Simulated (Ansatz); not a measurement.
**CHP2 (sextet): from Hartree-Fock to the top rungs, cc-pVDZ**

The task here is to estimate one member of a computed series from the others.

The runs use Ansatz 0.2.0, Gaussian basis; cc-pVDZ, core rule «outside noble gas», up to 11 orbitals frozen.

The runs, in order: UHF; CCSD(T) on ROHF; CCSD(T) on UHF; BCCD(T) on ROHF; CISD; CCSDT(Q) on ROHF; CCSDT(Q) on UHF; CASSCF and MRCISD+Q, 11 electrons in 11 orbitals; CASSCF and NEVPT2, 11 electrons in 11 orbitals.

24 further runs of the same task are left out: 2 for a known fault of the program, 12 that didn't finish, 10 set aside as unsound or not needed.

**The geometry**

The geometry is a PBE0/def2-TZVP stationary point (not a proven minimum) of the parent state, kept for this charge and spin.

4 atoms, charge 0, spin multiplicity 6.

Atoms are counted from 1 here; the program's logs count them from 0.

Bond lengths: C1–P2 1.643 Å, C1–H4 1.081 Å, P2–P3 2.118 Å. Angles: P2–C1–H4 141.3°, C1–P2–P3 103.9°.

The first run:

Input file in.yaml:

```yaml
crystal:
  periodic: [false, false, false]
  atoms:
    - {symbol: C, position_ang: [0.000000, -0.762388, 1.596329]}
    - {symbol: P, position_ang: [0.000000, 0.565097, 0.628045]}
    - {symbol: P, position_ang: [0.000000, -0.235451, -1.332953]}
    - {symbol: H, position_ang: [0.000000, -1.045256, 2.639669]}
basis:
  gaussian: {orbitals: cc-pVDZ}
magnetization: {spin_polarized: true, initial_magnetization: 5}
hamiltonian: {xc: hf}
output: {orbitals: {seedname: orbitals}}
```

Started as:

```
> ansatz run in.yaml --threads 1 --pin off --events-out ev --progress --plain --max-ram 2393MiB
```

Steps of the session up to this table: UHF; CCSD(T) on ROHF; CCSD(T) on UHF; BCCD(T) on ROHF; CISD; CCSDT(Q) on ROHF; CCSDT(Q) on UHF; CASSCF and MRCISD+Q, 11 electrons in 11 orbitals; CASSCF and NEVPT2, 11 electrons in 11 orbitals.

One table of the session follows, with a row left open; its other results are not shown here.

```
          method  from UCCSDT(Q) (meV)
            ROHF               +8782.6
             UHF               +8299.0
            RMP2               +1569.1
            UMP2               +1626.5
            CISD               +1165.3
           RCCSD                     ?
           UCCSD                +308.6
        RCCSD(T)                 +62.3
        UCCSD(T)                 +63.0
         BCCD(T)                 +60.9
          RCCSDT                 +19.8
          UCCSDT                 +18.1
       RCCSDT(Q)                  +1.4
       UCCSDT(Q)                     0
  CASSCF valence               +7228.9
  NEVPT2 valence               +1546.5
  MRCISD valence                +864.9
MRCISD+Q valence                +107.4
```

Estimate the missing values for RCCSD.

As computed: from UCCSDT(Q) (meV): +318.7. In the column «from UCCSDT(Q) (meV)» it lies between UCCSD (+308.6) and MRCISD valence (+864.9).

Caveats from the session: Restricted and unrestricted rows rest on different reference determinants; where their highest levels disagree by more than a few hundredths of an eV, they describe different states and don't form one ladder.
